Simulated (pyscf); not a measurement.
Elementary routes open to H₂C=CH–SiH₃ + H₂ in the gas phase (singlet surface):
A. H₃C–CH=SiH₂ + H₂ (H–Si, H–H broken; C–H, H–H formed)
B. SiH₄ + H₂C=CH₂ (C–Si, H–H broken; H–Si, C–H formed)

Structures and frequencies: ωB97X-D3(BJ)/def2-SVP in PySCF.

Task: Rank the routes by free-energy barrier at 600 K, lowest first, for ωB97M-D3(BJ)/def2-TZVP energies (ideal gas, 1 atm, RRHO with modes under 100 cm⁻¹ raised to 100, one conformer, R ln 2 for chiral ones without a mode under 150 cm⁻¹).

Result: A (70.7 kcal/mol), B (86.5 kcal/mol)

Route A is the fastest of these, ahead of the next by 15.8 kcal/mol. The most stable products are those of B (ΔG = -3.4 kcal/mol), whose barrier is 15.8 kcal/mol higher: the kinetic and the thermodynamic product differ. At 1200 K A is still the fastest. Only these routes are compared; each barrier is that of the saddle found, and lower ones may exist. One closed-shell reference is unstable to symmetry breaking; treat the single-reference values with care.
